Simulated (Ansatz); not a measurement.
Worked example: correlation energy of H2Si–N, quartet

Geometry: displaced at random from a stationary point.

```tsv
atom	x (Å)	y (Å)	z (Å)
Si	0.0545	-0.0003	0.5515
N	-0.1104	0.0081	-1.2854
H	-0.0338	1.2776	1.2382
H	0.0493	-1.3816	1.2565
```

Basis cc-pVDZ; Ansatz 0.2.0. Correlated methods freeze the noble-gas cores, which leaves 11 electrons in 36 orbitals. R marks a restricted (for open shells ROHF) determinant, U an unrestricted one.

Full CI isn't at hand for all of this; UCCSDT(Q) serves as the reference, and is uncertain by about the last step of the cluster series.

Runs differ by some tens of microhartree through their thresholds and, for an open shell, their frozen cores, so steps under 0.03 kcal/mol mean nothing.

| level | total energy (hartree) |
| --- | --- |
| UHF | -344.412327 |
| UMP2 | -344.591567 |
| UCCSD | -344.630446 |
| UCCSD(T) | -344.635447 |
| UCCSDT | -344.636700 |
| UCCSDT(Q) | -344.637043 |

Task: What is the correlation energy at UCCSDT(Q), and what share of it do UMP2 and UCCSD(T) recover?

Result: E(corr) = -344.637043 − (-344.412327) = -0.224716 hartree = -6.115 eV. UMP2: -0.179240 / -0.224716 = 79.76 %. UCCSD(T): -0.223120 / -0.224716 = 99.29 %.

Task: By how many kcal/mol does UCCSD(T) miss UCCSDT(Q) (1 hartree = 627.509 kcal/mol), and which steps make up the rest?

Result: -344.635447 − (-344.637043) = 0.001596 hartree = 1.00 kcal/mol. Steps: UCCSDT − UCCSD(T) = -0.79, UCCSDT(Q) − UCCSDT = -0.22 kcal/mol. Differences between like states or geometries often cancel part of this.
